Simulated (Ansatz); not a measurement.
We consider zinc-blende MgS (metastable phase), described by r²SCAN0 (Ansatz, an electronic-structure program, plane waves, PAW).

Run with plane-wave cutoff 520 eV, 8×8×8 k mesh, Fermi–Dirac smearing 0.01 eV, scalar-relativistic PAW data made under PBE.

Cell (measured lattice):

```xyz
2
Lattice="0.0000 -2.8110 2.8110 2.8110 -2.8110 0.0000 2.8110 0.0000 2.8110" Properties=species:S:1:pos:R:3 pbc="T T T"
Mg     0.0000     0.0000     0.0000
S      1.4055    -1.4055     1.4055
```

Problem. What does this level give for the band gap and width of the whole s-p valence band?

Solution. 
- band gap: 5.71 eV (on the SCF k mesh) (direct)
- width of the whole s-p valence band: 12.84 eV

Measured, for comparison: band gap 4.78 ± 0.1 eV (temperature not stated, extrapolated in composition from an alloy gap of 4.19 eV, direct; extrapolated from a Zn0.2Mg0.8S0.645Se0.355 epilayer; as tabulated in Lucero et al. (2012), arXiv:1111.4515). Computed (rounded) less measured: band gap +0.93 eV.

Note: cell and atoms aren't relaxed at this level (pressure 0.8 GPa).

Static lattice: no zero-point or thermal effects.
